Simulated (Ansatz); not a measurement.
# C3H7NO2: the cost of one run

Program: Ansatz 0.2.0. Level of theory: the levels named in each step. These are calculated values, not measurements.

## 1. The structure to begin with

Bond lengths: C1–N2 1.450 Å, N2–C3 1.450 Å, O4–C5 1.148 Å, C5–O6 1.148 Å, C1–H7 1.099 Å, C1–H8 1.088 Å, C1–H9 1.090 Å, N2–H10 1.016 Å, C3–H11 1.088 Å, C3–H12 1.099 Å, C3–H13 1.090 Å. Angles (14 of 16 angles, heavy atoms first): C1–N2–C3 112.7°, O4–C5–O6 171.6°, C1–N2–H10 110.1°, C3–N2–H10 109.6°, N2–C1–H7 113.1°, N2–C1–H8 109.2°, N2–C1–H9 108.4°, N2–C3–H11 109.0°, N2–C3–H12 113.1°, N2–C3–H13 108.5°, H7–C1–H8 108.9°, H7–C1–H9 108.6°, H8–C1–H9 108.6°, H11–C3–H12 108.9°.

Coordinates:

```xyz
13

C     0.1356   -0.4887    1.9663
N     0.7424   -0.4859    0.6497
C     1.7865    0.5113    0.5165
O    -0.4701   -0.5837   -1.8279
C    -0.8853    0.1430   -1.0415
O    -1.4091    0.9170   -0.3751
H     0.8669   -0.6061    2.7785
H    -0.5883   -1.2992    2.0249
H    -0.3889    0.4571    2.1052
H     1.1207   -1.4052    0.4380
H     2.1993    0.4603   -0.4894
H     2.6014    0.3834    1.2429
H     1.3456    1.4970    0.6661
```

## 2. A rough first relaxation, PBE-D4/def2-SVP

input.yaml reads:

```yaml
crystal:
  periodic: [false, false, false]
  atoms:
    - { symbol: C, position_ang: [0.1356, -0.48871, 1.96625] }
    - { symbol: "N", position_ang: [0.74244, -0.48586, 0.64971] }
    - { symbol: C, position_ang: [1.78653, 0.51132, 0.51647] }
    - { symbol: O, position_ang: [-0.47005, -0.58365, -1.82788] }
    - { symbol: C, position_ang: [-0.88527, 0.14301, -1.04152] }
    - { symbol: O, position_ang: [-1.40915, 0.91697, -0.37506] }
    - { symbol: H, position_ang: [0.86694, -0.60606, 2.77846] }
    - { symbol: H, position_ang: [-0.5883, -1.29922, 2.0249] }
    - { symbol: H, position_ang: [-0.38891, 0.4571, 2.10519] }
    - { symbol: H, position_ang: [1.12072, -1.40516, 0.438] }
    - { symbol: H, position_ang: [2.19935, 0.46026, -0.48939] }
    - { symbol: H, position_ang: [2.60142, 0.38336, 1.24288] }
    - { symbol: H, position_ang: [1.34555, 1.49697, 0.66605] }
basis:
  gaussian: { orbitals: def2-SVP }
hamiltonian:
  xc: pbe
  dispersion: d4
relax:
  f_tol: 0.03
  max_steps: 200
```

On the command line:

```sh
$ ansatz run input.yaml --threads 4 --pin off --max-ram 10240MiB --backend cpu --events-out ev --progress --plain --runs-dir out
```

Q: Estimate wall time and peak memory on 4 threads of Intel Xeon 6975P-C (Granite Rapids), shared host.

About 4.8 s, with a peak of 0.18 GiB.
